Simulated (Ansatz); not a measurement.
A run of Ansatz (development build ahead of 0.2.0) on singlet NH₃ at this shape:

```yaml
atoms:
  - { symbol: N, position_ang: [0.0000, 0.0000, 0.1119] }
  - { symbol: H, position_ang: [0.8610, 0.0000, -0.2610] }
  - { symbol: H, position_ang: [-0.4305, 0.7456, -0.2610] }
  - { symbol: H, position_ang: [-0.4305, -0.7456, -0.2610] }
```

Its results:

```
Converged                       : yes
Total energy                    : -55.42537 hartree
Spin squared of the determinant : 0.000
```

**Question.** Which input gives this output? Name the method, the orbitals and the basis set, and write the input.

**Answer.** RHF in STO-3G. An unrestricted run that stays on the closed shell gives the same numbers.

```yaml
crystal:
  periodic: [false, false, false]
  atoms:
    - { symbol: "N", position_ang: [0.0, 0.0, 0.11186] }
    - { symbol: H, position_ang: [0.86098, 0.0, -0.261] }
    - { symbol: H, position_ang: [-0.43049, 0.74563, -0.261] }
    - { symbol: H, position_ang: [-0.43049, -0.74563, -0.261] }
basis:
  gaussian: { orbitals: STO-3G }
hamiltonian:
  xc: hf
```

Caution: no unrestricted run beside it, a lower state can exist.
